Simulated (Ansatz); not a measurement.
Which is lower?

Two relaxed structures of B2H3O, doublet (PBE0-D4/def2-TZVP; forces vanish, vibrations not checked).

A:

```
6
angstrom
B -0.4503 -0.5304 -0.0187
O 0.0099 0.6366 0.3121
B 0.3879 1.9161 0.4718
H -1.5061 -3.3854 -0.7940
H -1.7540 -4.0663 -0.9788
H 1.0664 2.2747 1.3887
```

B:

```
6
angstrom
B -1.3102 -0.8607 -0.3811
O -0.2843 -0.1144 -0.0769
B 0.6861 0.7659 0.2258
H -1.2762 -2.0555 -0.4726
H 1.3333 1.2188 -0.6710
H 0.8513 1.0459 1.3758
```

Program: Ansatz 0.2.0. Basis: def2-TZVPP. Cores are frozen in the correlated methods; orbitals are unrestricted. B3LYP uses VWN-RPA correlation.

Which structure is lower at CCSD(T), and by how much? (An estimate is asked for; the value comes from the calculation.)

The calculation gives: B, by 242.7 kJ/mol (electronic energy, against the other). By their contacts, A is a complex of B₂HO ([B][O][BH]) + H₂ and B is B₂H₃O ([BH][O][BH2]).

All methods give the same order:

```json
{"method": "PBE-D4", "E(B) − E(A) (kJ/mol)": "-273.1"}
{"method": "r2SCAN-D4", "E(B) − E(A) (kJ/mol)": "-273.7"}
{"method": "PBE0-D4", "E(B) − E(A) (kJ/mol)": "-273.9"}
{"method": "B3LYP-D4", "E(B) − E(A) (kJ/mol)": "-262.0"}
{"method": "wB97M-V", "E(B) − E(A) (kJ/mol)": "-250.2"}
{"method": "HF", "E(B) − E(A) (kJ/mol)": "-235.4"}
{"method": "MP2", "E(B) − E(A) (kJ/mol)": "-258.4"}
{"method": "CCSD", "E(B) − E(A) (kJ/mol)": "-242.9"}
{"method": "CCSD(T)", "E(B) − E(A) (kJ/mol)": "-242.7"}
```

No T1 diagnostic of these runs exceeds 0.021. ⟨S²⟩ of the unrestricted Hartree–Fock references: 0.75 to 0.76 (a pure state has 0.75).

Labels in which every atom is bracketed show which atoms are joined, not bond orders.

For scale, one of the runs: CCSD(T)/def2-TZVPP, 135 basis functions, launched by `ansatz run in.yaml --threads 2 --pin off --events-out ev --progress --plain --max-ram 4352MiB`. Hardware: 2 CPU threads of an Intel Xeon, shared host. Wall time 23 s; peak host memory 1.8 GiB.
